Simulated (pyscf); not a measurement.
Optimised with ωB97X-D3(BJ)/def2-SVP in PySCF.

**Question.** Estimate the classical barrier height and the reaction energy of CH₄ (SMILES C) + H₃C–SeH (SMILES C[SeH]) → H₃C–Se–CH₃ (SMILES C[Se]C) + H₂ (SMILES [H][H]) at M06-2X/def2-TZVP. The step runs on the singlet surface, breaks C–H, H–Se and forms C–Se, H–H; take the separated reactants as zero.

**Answer.** ΔE‡ = 432.9 kJ/mol, ΔE = +61.8 kJ/mol. ωB97M-D3(BJ)/def2-TZVP gives 434.2 kJ/mol and +70.7 kJ/mol. Zero-point energy shifts the barrier by -13.7 kJ/mol. It is a four-centre exchange, with an imaginary mode of 1350i cm⁻¹. From the product side, CH₃• + H₃C–Se• + H₂ lies, by one bond made or cut, 75.9 kJ/mol under this saddle at ωB97M-D3(BJ)/def2-TZVP. The same reactants have a lower exit, to CH₃• + SeH• + CH₄ (no saddle counted: cutting one bond costs +289.8 kJ/mol at ωB97M-D3(BJ)/def2-TZVP, against +434.2 kJ/mol here). One saddle was located; it need not be the lowest between these sides. A restricted solution here is unstable towards spin polarisation, so biradical character is likely and single-reference numbers are less safe. Elements up to Kr have no core potential and no relativistic terms here.
